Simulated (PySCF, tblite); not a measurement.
# BFH3N: geometry, infrared bands, NMR shifts and spin-spin couplings

Wanted: the infrared bands, NMR shifts and spin-spin couplings of BFH3N (`NBF`), by calculation.

Programs: tblite 0.8.0 and PySCF 2.14.0, with density-fitted response routines of our own. Each step states its level of theory. These are calculated values for one molecule in the gas phase, unless marked as measured. Atoms are numbered from 0 throughout.

**1. The starting structure**

6 atoms, charge 0, multiplicity 1; geometry from: force field or distance geometry start.

Bonds of the start (Å): N0–B1 1.50, B1–F2 1.45, N0–H3 1.02, N0–H4 1.04, B1–H5 1.18.

**2. Geometry optimisation with GFN2-xTB**

The job: settings as JSON, then the geometry in Å.

```
{"job": {"kind": "relax", "xc": "GFN2-xTB", "basis": "xTB"}, "charge": 0, "multiplicity": 1}
N     -0.827700    -0.209300    -0.190600
B      0.662600    -0.098000    -0.067300
F      1.268500     1.146500     0.366900
H     -1.254100    -0.476700     0.700800
H     -1.152200     0.702700    -0.562000
H      1.305900    -1.063300    -0.269300
```

On the command line:

```sh
$ OMP_NUM_THREADS=1 python probes_run.py task.json out
```

This one command runs all jobs of the session in turn.

**Question.** This job is followed by: GFN2-xTB harmonic vibrations, gas phase; GIAO PBE0/pcSseg-1 NMR shielding, non-relativistic, gas phase; B3LYP/pcJ-1 indirect spin-spin coupling, non-relativistic, gas phase. Predict these results of the whole session: strongest single infrared mode (GFN2-xTB); zero-point energy (GFN2-xTB); 1H shifts against TMS (PBE0/pcSseg-1, means over atoms taken as alike); 15N shifts against NH3 (PBE0/pcSseg-1); 11B shifts against BF3·OEt2 (PBE0/pcSseg-1); 19F shifts against CFCl3 (PBE0/pcSseg-1); surface potential, 1st and 99th percentile; largest coupling of the table (B3LYP/pcJ-1).

As calculated:

```
                                                              quantity                    value
                             strongest single infrared mode (GFN2-xTB)     594 cm⁻¹, 276 km/mol
                                          zero-point energy (GFN2-xTB)            25.6 kcal/mol
1H shifts against TMS (PBE0/pcSseg-1, means over atoms taken as alike)           4.21, 3.31 ppm
                                15N shifts against NH3 (PBE0/pcSseg-1)                 87.9 ppm
                           11B shifts against BF3·OEt2 (PBE0/pcSseg-1)                 26.3 ppm
                              19F shifts against CFCl3 (PBE0/pcSseg-1)               -111.1 ppm
                                 surface potential, 1st and 99th percentile       -1.17 V and 1.93 V
                           largest coupling of the table (B3LYP/pcJ-1)  1J(B,H) B1–H5, 165.5 Hz
```

**Reading.** Relaxing lowered the energy by 1.133 eV in 30 steps; the close pair that moved most is N0–B1, from 1.500 to 1.382 Å. No mode is imaginary among the 12: a minimum at this level. The strongest single mode, at 594 cm⁻¹, moves mainly H4. Unscaled tight-binding wavenumbers are off by several per cent, some by more. Its intensities can rank the bands wrongly. At PBE0/pcSseg-1: The largest span, 323 ppm, is at F2, where the paramagnetic term is -187 ppm. Of the pairs tabulated at B3LYP/pcJ-1, B1–H5 couples most strongly (165.5 Hz; Fermi contact 165.1 Hz).
